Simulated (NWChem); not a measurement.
nitrogen (N₂); SMILES N#N

All runs: NWChem. Each level has its own optimisation; frequencies are unscaled.

```tsv
level	r N–N (Å)	highest harmonic frequency (cm⁻¹)	zero-point energy (kcal/mol)
Hartree-Fock/3-21G	1.083	2613	3.7
BP86/def2-TZVP	?	?	3.4
BLYP/def2-SVP	1.113	2369	3.4
PBE0-D3(BJ)/def2-TZVP	1.089	2484	3.5
```

Question: Fill in the missing entries.

Answer: 
- BP86/def2-TZVP, r N–N (Å): 1.103
- BP86/def2-TZVP, highest harmonic frequency (cm⁻¹): 2348
